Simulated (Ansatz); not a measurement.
Cu: changes ranked by their effect on the pressure

```yaml
crystal:
  lattice:
    - [0.00000, 1.81488, 1.81488]
    - [1.81488, 0.00000, 1.81488]
    - [1.81488, 1.81488, 0.00000]
  atoms:
    - { symbol: Cu, position: [0.00000, 0.00000, 0.00000] }
```

The structure comes from a relaxation in the same program, started in the fcc type, and has space group Fm-3m. Whether it is a known phase or the ground state wasn't checked.

These are results of Ansatz 0.2.0, DFT, PBE, all-electron LAPW, scalar-relativistic, not measurements.

Settings: a Γ-centred 20×20×20 k mesh, Fermi–Dirac smearing of 0.03 eV, basis error target 0.5 meV/atom, no spin polarisation.

In this reference run the pressure is 0.0 GPa (positive in compression). Each change below is made alone, on the same k mesh, with fractional coordinates held unless an atom is moved; x, y and z are the Cartesian axes.

Question: One change shifts the pressure by -8.0 GPa. Which?
A. functional pbesol
B. volume scaled by 0.98
C. volume scaled by 1.02
D. spin-orbit coupling on
E. functional lda
F. no relativity

Answer: A. The others give: functional lda, -14.0 GPa; volume scaled by 1.02, -2.6 GPa; no relativity, +4.1 GPa; volume scaled by 0.98, +3.0 GPa; spin-orbit coupling on, 0.0 GPa.
